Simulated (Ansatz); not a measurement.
Process, species as SMILES: C(F)=[CH] → [CH-]=CF (an electron is taken up)
B3LYP-D3(BJ)/def2-TZVP geometries, fixed; electronic energies without zero-point terms; positive where energy is released.

The adiabatic electron affinity at CCSD(T) with Ansatz (a program for electronic structure), in eV, split into its Hartree-Fock and correlation parts. Cores are frozen. An unrestricted Hartree-Fock determinant is markedly spin-contaminated. Open shells are unrestricted. No added dispersion term, no relativity. Functions are those of the species that has most. These sets lack the diffuse functions that anions need.

```
basis    X  functions  Hartree-Fock  CCSD(T)
-------  -  ---------  ------------  -------
cc-pVDZ  2         52        -0.492    0.556
cc-pVTZ  3        118        -0.307    1.058
cc-pVQZ  4        225        -0.197    1.285
```

Worked estimate of the basis-set limit from each neighbouring pair, with Hartree-Fock from the larger set and the correlation part extrapolated as X^-3.
Correlation parts: X = 2: 1.048, X = 3: 1.365, X = 4: 1.482.
- (2,3): (27·(1.365) - 8·(1.048))/19 = 1.498; with Hartree-Fock -0.307 the estimate is 1.191 eV.
- (3,4): (64·(1.482) - 27·(1.365))/37 = 1.567; with Hartree-Fock -0.197 the estimate is 1.370 eV.
The last two estimates differ by 0.179 eV; the largest set lies 0.085 from the last. Over the last step Hartree-Fock moves by 0.110 and the correlation part by 0.117.
